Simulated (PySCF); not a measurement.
## Relaxation of doublet SH3

Level of theory: UPBE0 in PySCF with S def2-TZVP, H def2-TZVP; no relativity; density-fitted integrals. A (50,194) grid was used.

A start displaced from a saddle point along its imaginary mode, of Cs symmetry, held to at least that symmetry:

```xyz
4
charge 0 multiplicity 2, angstrom
S     0.0000    0.0076   -0.0379
H     0.0000   -0.0017    1.2966
H     1.4897   -0.1200   -0.0474
H    -1.4897   -0.1200   -0.0474
```

Optimiser trace:
| step | E − E(last) (kJ/mol) | largest gradient (Eh/bohr) |
| --- | --- | --- |
| 0 | 2.47 | 0.00316 |
| 1 | 1.63 | 0.00350 |
| 2 | 0.80 | 0.00291 |
| 3 | 0.05 | 0.00121 |
| 4 | 0.01 | 0.00057 |
| 5 | 0.00 | 0.00019 |

It ends at Cs with S–H 1.337 Å, S–H 1.492 Å (×2); H–S–H 88.5° (×2), H–S–H 156.2°. A frequency run shows a minimum.

The relaxation took about 20 core-seconds on a shared host.
